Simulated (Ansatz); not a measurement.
## Ansatz (development build ahead of 0.2.0) run

```yaml
crystal:
  periodic: [false, false, false]
  atoms:
    - { symbol: O, position_ang: [0.0, 0.0, 0.0] }
    - { symbol: H, position_ang: [1.87101, 0.0, 0.0] }
    - { symbol: H, position_ang: [-1.87101, 0.0, 0.0] }
basis:
  gaussian: { orbitals: "6-31G" }
magnetization:
  initial_magnetization: 2
hamiltonian:
  xc: hf
correlation:
  method: fci
  frozen_orbitals: { H: 0, O: 1 }
```

The input is written out in the form of the current development build from the run's settings.

The run gave:

| Quantity | Value |
| --- | --- |
| Converged | yes |
| Total energy | -75.85625 hartree |
| State | lowest triplet root, of any spatial symmetry |
